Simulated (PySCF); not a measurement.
**C6H7: g tensor and hyperfine couplings**

Species: C6H7 (doublet state).
Bonds: C1–C2 (double), C2–C3, C3–C4, C4–C5 (double), C5–C6, C1–C6. Hydrogens: H7 on C2; H8, H9 on C3; H10 on C4; H11 on C5; H12, H13 on C6.

The species is `C1C=CCC=[C]1` [radical].

Theory: UKS B3LYP, IGLO-III on C, pcH-1 on H, non-relativistic, mean-field spin-orbit, GIAO in PySCF. Isolated species at its PBE0-D3(BJ)/def2-SVP geometry, gas phase. No stability test was run, so a lower SCF solution isn't excluded.

```
g1, g2, g3                      : 2.00154, 2.00213, 2.00317
g_iso                           : 2.00228
Form of g                       : rhombic: the two nearest values differ by 36 % of g3 − g1
⟨S²⟩                            : 0.7593 (exact 0.7500)
α and β electrons               : 22, 21
HOMO–LUMO gap, α and β orbitals : 6.12, 4.41 eV
Total energy                    : -232.82591 Eh
```

Hyperfine couplings atom by atom, in MHz; T1 to T3 are the principal values of the dipolar part; ρ(0) is the spin density at the nucleus:

```json
{"atom": "C1", "isotope": "13C", "a_iso": "348.3", "T1": "-77.4", "T2": "-55.8", "T3": "133.2", "Mulliken spin population": "0.98", "ρ(0) (bohr⁻³)": "0.3098"}
{"atom": "C2", "isotope": "13C", "a_iso": "5.0", "T1": "-20.2", "T2": "1.6", "T3": "18.7", "Mulliken spin population": "-0.13", "ρ(0) (bohr⁻³)": "0.0044"}
{"atom": "C3", "isotope": "13C", "a_iso": "48.5", "T1": "-7.5", "T2": "-6.6", "T3": "14.1", "Mulliken spin population": "0.07", "ρ(0) (bohr⁻³)": "0.0431"}
{"atom": "C4", "isotope": "13C", "a_iso": "-4.8", "T1": "-2.1", "T2": "0.1", "T3": "2.0", "Mulliken spin population": "-0.02", "ρ(0) (bohr⁻³)": "-0.0043"}
{"atom": "C5", "isotope": "13C", "a_iso": "43.4", "T1": "-5.9", "T2": "-4.5", "T3": "10.4", "Mulliken spin population": "0.05", "ρ(0) (bohr⁻³)": "0.0386"}
{"atom": "C6", "isotope": "13C", "a_iso": "24.0", "T1": "-6.7", "T2": "-6.0", "T3": "12.6", "Mulliken spin population": "-0.01", "ρ(0) (bohr⁻³)": "0.0214"}
{"atom": "H7", "isotope": "1H", "a_iso": "82.1", "T1": "-6.2", "T2": "-5.7", "T3": "11.9", "Mulliken spin population": "0.03", "ρ(0) (bohr⁻³)": "0.0184"}
{"atom": "H8", "isotope": "1H", "a_iso": "-7.0", "T1": "-3.9", "T2": "-1.4", "T3": "5.3", "Mulliken spin population": "0.00", "ρ(0) (bohr⁻³)": "-0.0016"}
{"atom": "H9", "isotope": "1H", "a_iso": "-7.8", "T1": "-3.9", "T2": "-1.4", "T3": "5.3", "Mulliken spin population": "0.00", "ρ(0) (bohr⁻³)": "-0.0018"}
{"atom": "H10", "isotope": "1H", "a_iso": "9.3", "T1": "-1.5", "T2": "-0.6", "T3": "2.2", "Mulliken spin population": "0.00", "ρ(0) (bohr⁻³)": "0.0021"}
{"atom": "H11", "isotope": "1H", "a_iso": "24.0", "T1": "-3.4", "T2": "-1.6", "T3": "5.0", "Mulliken spin population": "0.01", "ρ(0) (bohr⁻³)": "0.0054"}
{"atom": "H12", "isotope": "1H", "a_iso": "18.2", "T1": "-6.9", "T2": "-5.0", "T3": "12.0", "Mulliken spin population": "0.01", "ρ(0) (bohr⁻³)": "0.0041"}
{"atom": "H13", "isotope": "1H", "a_iso": "17.1", "T1": "-6.9", "T2": "-5.0", "T3": "11.9", "Mulliken spin population": "0.01", "ρ(0) (bohr⁻³)": "0.0038"}
```

The Mulliken spin populations are largest on C1 (+0.98), C2 (-0.13) and C3 (+0.07). C1 is the only atom above +0.15. The positive populations add up to 1.17 and the negative ones to -0.17, together 2S = 1.

Axes: g2 points within 1° of the C2–C3 bond.

Under fast tumbling the dipolar parts average out, and these isotropic splittings remain: 1 × 1H (H7, I = 1/2, 2 lines) with 2.93 mT, 1 × 1H (H11, I = 1/2, 2 lines) with 0.86 mT, 2 × 1H (H12/H13, I = 1/2, 3 lines) with 0.63 mT, 1 × 1H (H10, I = 1/2, 2 lines) with 0.33 mT and 2 × 1H (H8/H9, I = 1/2, 3 lines) with 0.27 mT.

Nuclei that the bonding pattern makes equivalent are averaged, as if the motion that swaps them (rotation, inversion, ring flip) were fast.

The 13C coupling of C1 (348.3 MHz) shows only in satellite lines or after enrichment, since that isotope makes up about 1.07 % of natural carbon.

β density exceeds α density at some nuclei, such as C4 (-0.0043) and H8/H9 (-0.0017), spin density in bohr⁻³. In a single determinant that takes different orbitals for the two spins, that is spin polarisation.

Time: 41 s wall. Hardware: an x86-64 server with one thread, on a shared host.
